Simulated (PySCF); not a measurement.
# Vibration and rotation of MgC

PBE0 constants of MgC, ³Π (triplet), unpaired electrons σ ↑, π ↑, a second solution, started from another occupation (Mg def2-TZVPP, C def2-TZVPP; no relativity (PySCF 2.14); masses 23.9850 and 12.0000 u):

```
ωe   : 361.3 cm⁻¹
ωexe : 7.34 cm⁻¹
Be   : 0.39364 cm⁻¹
αe   : 0.00793 cm⁻¹
```

What force constant and bond length do these constants imply?

Reduced mass μred = 7.9983 u; k = 5.8918×10⁻⁷·μred·ωe² (u, cm⁻¹, mdyn/Å) = 0.615 mdyn/Å; Re = √(16.8576/(μred·Be)) (u, cm⁻¹, Å) = 2.314 Å.

Estimate the centrifugal constant D from the Kratzer relation and find the Dunham coefficient a1.

D = 4Be³/ωe² = 1.87e-06 cm⁻¹; a1 = −1 − αeωe/(6Be²) = -4.08.
